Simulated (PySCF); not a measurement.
# C3H4F2O: the cost of one run

Computed with PySCF 2.14.0, with density-fitted response routines of our own, on a single molecule in the gas phase. Atoms count from 0, in the outputs and in this text.

## Step 1: The starting structure

10 atoms, charge 0, multiplicity 1; geometry from: PBE0-D3(BJ)/def2-SVP.

Bonds of the start (Å): F0–C1 1.37, C1–C2 1.50, C2–O3 1.43, O3–C4 1.37, C4–F5 1.34, C4–C2 1.46, C1–H6 1.10, C1–H7 1.10, C2–H8 1.10, C4–H9 1.10.

## Step 2: Core-electron binding energies: SCAN, X2C

What the job is given:

```
{"job": {"kind": "xps"}, "charge": 0, "multiplicity": 1}
F     -1.686235    -1.096568     0.823093
C     -1.122808     0.108677     0.497950
C      0.370393    -0.049661     0.442544
O      1.089902     1.054017    -0.112174
C      1.070239    -0.114302    -0.834663
F      0.358865    -0.079558    -1.975472
H     -1.391144     0.851068     1.268744
H     -1.506361     0.450482    -0.475810
H      0.824235    -0.504901     1.333731
H      2.024204    -0.636468    -0.981484
```

Level: delta-SCF UKS SCAN, pcX-2 on the ionised atom, pcseg-1 elsewhere, spin-free X2C.

The run is started by

```sh
$ OMP_NUM_THREADS=1 python probes_run.py task.json out
```

The driver reads the jobs from task.json and runs them one after another.

Q: Estimate the wall time and peak memory of this first job on 1 thread of Arm Neoverse V1, shared host.

About 31 s, with a peak of 0.45 GiB.
